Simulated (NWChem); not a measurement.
**Correlation energy of B**

```xyz
1

B      0.0000     0.0000     0.0000
```
Charge 0, spin multiplicity 2.

Program: NWChem.

Basis set: cc-pVDZ. Each correlation energy counts from its own Hartree-Fock reference.

The correlated methods keep 1 core orbital frozen. No SCF solution was tested for a lower state. Open-shell Hartree-Fock references start from PBE0 orbitals. Coupled-cluster values serve here as a point of comparison, not as the truth.

```tsv
method	correlation energy (mHa)
UMP2	-36.5
URI-MP2	-36.5
CCSD(T) on UHF	-59.4
SCS-UMP2	(withheld)
CCSD(T) on ROHF	-62.8
CCSD on UHF	-58.6
CCSD[T] on ROHF	-62.8
CCSDT on ROHF	(withheld)
CCSD[T] on UHF	-59.5
CCSD on ROHF	(withheld)
```

**Question.** Some entries are withheld; supply them.

**Answer.** 
- SCS-UMP2, correlation energy (mHa): -41.7
- CCSDT on ROHF, correlation energy (mHa): -63.2
- CCSD on ROHF, correlation energy (mHa): -61.9
